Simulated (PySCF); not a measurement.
**Bond length, frequency and bond energy of Li₂ by level of theory**

State: ¹Σg⁺ (singlet), closed shell. Set-up: Li def2-SVPD; no relativity (PySCF 2.14). De refers to Li + Li in their ground configurations, without counterpoise correction.

| Level | Re (Å) | ωe (cm⁻¹) | De (eV) |
| --- | --- | --- | --- |
| RHF-MP2 | 2.834 | 320 | 0.59 |
| RHF-SCS-MP2 | 2.831 | 319 | 0.67 |
| RHF-CCSD | 2.779 | 319 | 0.88 |
| RHF-CCSD(T) | 2.779 | 318 | 0.89 |
| PBE | 2.783 | 322 | 0.89 |
| BLYP | 2.755 | 323 | 0.91 |
| TPSS | 2.811 | 321 | 1.03 |
| r²SCAN | 2.819 | 322 | 0.81 |
| PBE0 | 2.787 | 329 | 0.85 |
| r²SCAN0 | 2.807 | 327 | 0.82 |

Measured (Huber and Herzberg, Constants of Diatomic Molecules (1979)): Re = 2.6729 Å, ωe = 351.43 cm⁻¹.

The bond length runs from 2.755 Å (BLYP) to 2.834 Å (RHF-MP2). De spans 0.59 eV (RHF-MP2, perturbation theory) to 1.03 eV (TPSS, meta-GGA).

Correlated steps freeze no core orbitals. Closed-shell solutions of metal pairs were not tested for spin polarisation, which can lower them a little. Correlated levels converge slowly with the basis: in double zeta they bind strong bonds too weakly, by up to about 1 eV, and carry superposition errors of some tenths. Where the molecule has an RHF reference, its open-shell atoms are computed with UHF.

The whole job (state search and all levels along the bond) took about 0.72 min on 1 thread of Intel Xeon Platinum 8175M @ 2.50GHz (shared host), peak memory 0.33 GiB.
